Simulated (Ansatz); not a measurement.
Other spins and charges of H₃O⁺, singlet at one geometry

Geometry (PBE0/def2-TZVP stationary point for this spin, not checked as a minimum):

```yaml
atoms:
  - { symbol: O, position_ang: [0.0002, -0.0001, -0.0419] }
  - { symbol: H, position_ang: [0.9410, 0.0142, 0.2253] }
  - { symbol: H, position_ang: [-0.4835, 0.8094, 0.2180] }
  - { symbol: H, position_ang: [-0.4600, -0.8219, 0.2221] }
```

Basis cc-pVDZ; Ansatz 0.2.0. Correlated methods freeze the noble-gas cores. R marks a restricted (for open shells ROHF) determinant, U an unrestricted one. Active spaces: valence = (8e, 7o) chosen from the atoms' valence shells.

Gaps are energies of the second state less the first, at fixed atoms, for a selection of the levels run; each method lands on the state that its own search finds for that charge and spin.

Triplet less singlet: 11.124 eV at UCCSDT(Q).

```json
{"level": "UHF", "gap (eV)": "10.418", "error (meV)": "-706"}
{"level": "RMP2", "gap (eV)": "11.304", "error (meV)": "180"}
{"level": "UMP2", "gap (eV)": "11.321", "error (meV)": "197"}
{"level": "RCCSD", "gap (eV)": "11.133", "error (meV)": "9"}
{"level": "RCCSD(T)", "gap (eV)": "11.126", "error (meV)": "2"}
{"level": "UCCSDT", "gap (eV)": "11.119", "error (meV)": "-5"}
{"level": "CASSCF (valence space)", "gap (eV)": "11.463", "error (meV)": "339"}
{"level": "PBE", "gap (eV)": "10.860", "error (meV)": "-264"}
{"level": "wB97M-V", "gap (eV)": "11.134", "error (meV)": "10"}
{"level": "RPA-PBE", "gap (eV)": "10.855", "error (meV)": "-269"}
```

In so small a basis the reference is far from its limit while semilocal and hybrid functionals are nearer theirs (RPA and double hybrids share part of the reference's basis error), so the functionals' errors here hold much of the reference's basis and frozen-core error, which can add to them or hide them.

Full CI isn't at hand for all of this; UCCSDT(Q) serves as the reference, and is uncertain by the last step of the cluster series or more. The frozen core follows each run's orbitals, which can shift R against U totals by a few meV.
